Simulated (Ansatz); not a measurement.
# AlH (quintet): the correlation ladder, def2-QZVPP

One table from this session's results is given with a row withheld; the runs are named, their logs left out.

Method: def2-QZVPP, core rule «outside noble gas», up to 5 orbitals frozen; program: Ansatz 0.2.0, Gaussian basis.

Plan: UHF; ROHF; CCSD(T) on UHF.

2 further runs of the same task are left out: 2 set aside as unsound or not needed.

## What is computed

The geometry is a PBE0/def2-TZVP stationary point (not a proven minimum) of the parent state, kept for this charge and spin.

2 atoms, charge 0, spin multiplicity 5.

Atoms are counted from 1 here; the program's logs count them from 0.

Bond lengths: Al1–H2 1.605 Å.

Set-up of the first run:

Contents of in.yaml:

```yaml
crystal:
  periodic: [false, false, false]
  atoms:
    - {symbol: Al, position_ang: [0.000000, 0.000000, 0.000000]}
    - {symbol: H, position_ang: [0.000000, 0.000000, 1.604550]}
basis:
  gaussian: {orbitals: "def2-QZVPP.json"}
magnetization: {spin_polarized: true, initial_magnetization: 4}
hamiltonian: {xc: hf}
output: {orbitals: {seedname: orbitals}}
```

The run is started by

```bash
ansatz run in.yaml --threads 1 --pin off --events-out ev --progress --plain --max-ram 2393MiB
```

Steps of the session up to this table: UHF; ROHF; CCSD(T) on UHF.

One of the session's tables, all rows but one given; the rest of the session is left out.

```
  method  from UCCSD(T) (meV)
    ROHF               +645.7
     UHF               +641.7
    UMP2               +211.3
   UCCSD                    ?
UCCSD(T)                    0
```

Q: Estimate the row for UCCSD from the others.

**Answer.** from UCCSD(T) (meV): +11.5. In the column «from UCCSD(T) (meV)» it lies between UCCSD(T) (0) and UMP2 (+211.3).
